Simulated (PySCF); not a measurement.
C5H9F.
SMILES with atom numbers: `[CH3:1]/[CH:2]=[C:3](\[CH3:4])[CH2:5][F:6]` (hydrogens: H7, H8, H9 on C1; H10 on C2; H11, H12, H13 on C4; H14, H15 on C5)

The same species was optimised twice, with GFN2-xTB and with PBE0-D3(BJ)/def2-SVP (PySCF), and the same property calculations (PySCF, gas phase) were run on both structures.

| coordinate | GFN2-xTB | PBE0-D3(BJ)/def2-SVP | change |
| --- | --- | --- | --- |
| C2=C3 (Å) | 1.326 | 1.340 | +0.014 |
| C3–C5 (Å) | 1.507 | 1.501 | -0.006 |
| C5–F6 (Å) | 1.372 | 1.368 | -0.004 |
| C3–C4 (Å) | 1.500 | 1.498 | -0.002 |
| C1–C2 (Å) | 1.492 | 1.491 | -0.001 |
| C4–C3–C5 (°) | 112.2 | 113.6 | +1.4 |
| C2–C3–C5 (°) | 121.1 | 120.2 | -0.9 |
| C2–C3–C4 (°) | 126.7 | 126.2 | -0.5 |
| C1–C2–C3 (°) | 128.1 | 127.8 | -0.3 |
| C3–C5–F6 (°) | 113.0 | 113.0 | 0.0 |
| C2–C3–C5–F6 (°) | 0 | -2 | -2 |

Rotational constants: A = 5015, B = 2456, C = 1701 MHz (GFN2-xTB) against A = 4970, B = 2470, C = 1703 MHz (PBE0-D3(BJ)/def2-SVP).

On the GFN2-xTB structure: lowest singlet, TDDFT (eV) 6.67 [CAM-B3LYP/def2-SVPD]; lowest triplet, Tamm–Dancoff (eV) 4.45 [CAM-B3LYP/def2-SVPD]; isotropic polarisability (au) 63.3 [CAM-B3LYP/def2-SVPD]; HOMO (eV) -8.28 [CAM-B3LYP/def2-SVPD]; LUMO (eV) 1.28 [CAM-B3LYP/def2-SVPD]; dipole (D) 1.96 [CAM-B3LYP/def2-SVPD]; HOMO (eV) -6.93 [PBE0/pcSseg-1]; LUMO (eV) 0.69 [PBE0/pcSseg-1]; dipole (D) 1.88 [PBE0/pcSseg-1]; GIAO shielding of C1 (ppm) 170.9 [PBE0/pcSseg-1]; GIAO shielding of C2 (ppm) 62.9 [PBE0/pcSseg-1]; GIAO shielding of C3 (ppm) 50.5 [PBE0/pcSseg-1]; GIAO shielding of C4 (ppm) 173.9 [PBE0/pcSseg-1]; GIAO shielding of C5 (ppm) 98.0 [PBE0/pcSseg-1]; GIAO shielding of F6 (ppm) 428.9 [PBE0/pcSseg-1].

Q: What do these properties become on the PBE0-D3(BJ)/def2-SVP structure?

A: 
```
                                    property                level  on GFN2-xTB  on PBE0-D3(BJ)/def2-SVP  change
                  lowest singlet, TDDFT (eV)  CAM-B3LYP/def2-SVPD         6.67                     6.60   -0.07
           lowest triplet, Tamm–Dancoff (eV)  CAM-B3LYP/def2-SVPD         4.45                     4.29   -0.16
               isotropic polarisability (au)  CAM-B3LYP/def2-SVPD         63.3                     64.5    +1.2
                                   HOMO (eV)  CAM-B3LYP/def2-SVPD        -8.28                    -8.20   +0.08
                                   LUMO (eV)  CAM-B3LYP/def2-SVPD         1.28                     1.27   -0.01
                                  dipole (D)  CAM-B3LYP/def2-SVPD         1.96                     1.94   -0.02
energy, GFN2-xTB geometry as zero (kcal/mol)  CAM-B3LYP/def2-SVPD          0.0                     -0.5    -0.5
                                   HOMO (eV)        PBE0/pcSseg-1        -6.93                    -6.86   +0.07
                                   LUMO (eV)        PBE0/pcSseg-1         0.69                     0.58   -0.11
                                  dipole (D)        PBE0/pcSseg-1         1.88                     1.86   -0.02
energy, GFN2-xTB geometry as zero (kcal/mol)        PBE0/pcSseg-1          0.0                     -0.4    -0.4
                  GIAO shielding of C1 (ppm)        PBE0/pcSseg-1        170.9                    169.4    -1.5
                  GIAO shielding of C2 (ppm)        PBE0/pcSseg-1         62.9                     60.2    -2.7
                  GIAO shielding of C3 (ppm)        PBE0/pcSseg-1         50.5                     47.8    -2.7
                  GIAO shielding of C4 (ppm)        PBE0/pcSseg-1        173.9                    172.3    -1.6
                  GIAO shielding of C5 (ppm)        PBE0/pcSseg-1         98.0                     98.2    +0.2
                  GIAO shielding of F6 (ppm)        PBE0/pcSseg-1        428.9                    427.8    -1.1
```

The heavy atoms differ by 0.016 Å rms after alignment. Among bonds between heavy atoms C2=C3 changes most (+0.014 Å). Changes are differences of the printed values. Neither structure is proved a minimum here.

Shape of the structure used: `[CH3:1]/[CH:2]=[C:3](\[CH3:4])[CH2:5][F:6]`: C2–C3–C5–F6 -2°.
